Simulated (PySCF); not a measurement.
All values below come from PBE-D3(BJ)/def2-TZVP in PySCF. All species are isolated molecules in the gas phase. 

Reference species (SMILES): `N#C` (neutral, multiplicity 1).

The dipole moment is 2.93 D.

Changed species: `C#CC#N` (whole molecule; the reference has whole molecule).

Question: Give the shifts of the dipole moment.

Answer: the dipole moment goes up by 0.86 D, to 3.79 D.
